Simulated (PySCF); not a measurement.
**Oxygen: a sound run and one with changed settings**

Sound run: O [He] 2s2 2p4, O+ [He] 2s2 2p3. All numbers are calculated (PySCF 2.14, no relativity, point nucleus, in def2-SVP (3s2p1d, 14 functions)). In the sound run the correlated levels freeze 1s2. The sound run starts from symmetry-adapted Hartree-Fock orbitals and uses a fine grid where one is needed.

Changed run: all electrons correlated in a basis built for the valence shell.

```json
{"species": "O", "method": "MP2", "sound run (hartree)": "-74.82140", "changed run (hartree)": "-74.82318", "converged": "yes"}
{"species": "O", "method": "CCSD(T)", "sound run (hartree)": "-74.83747", "changed run (hartree)": "-74.83910", "converged": "yes"}
{"species": "O+", "method": "MP2", "sound run (hartree)": "-74.34500", "changed run (hartree)": "-74.34660", "converged": "yes"}
{"species": "O+", "method": "CCSD(T)", "sound run (hartree)": "-74.36051", "changed run (hartree)": "-74.36198", "converged": "yes"}
```

Ionisation energy of O:

```json
{"method": "UHF", "sound run (eV)": "12.083", "changed run (eV)": "12.083"}
{"method": "MP2", "sound run (eV)": "12.963", "changed run (eV)": "12.969"}
{"method": "SCS-MP2", "sound run (eV)": "12.985", "changed run (eV)": "12.987"}
{"method": "CCSD", "sound run (eV)": "12.972", "changed run (eV)": "12.976"}
{"method": "CCSD(T)", "sound run (eV)": "12.979", "changed run (eV)": "12.983"}
```

A valence basis has no tight correlating functions, so it recovers only part of the core correlation, and not evenly between atom and ion.

For comparison, NIST gives 13.618 eV between the lowest levels.
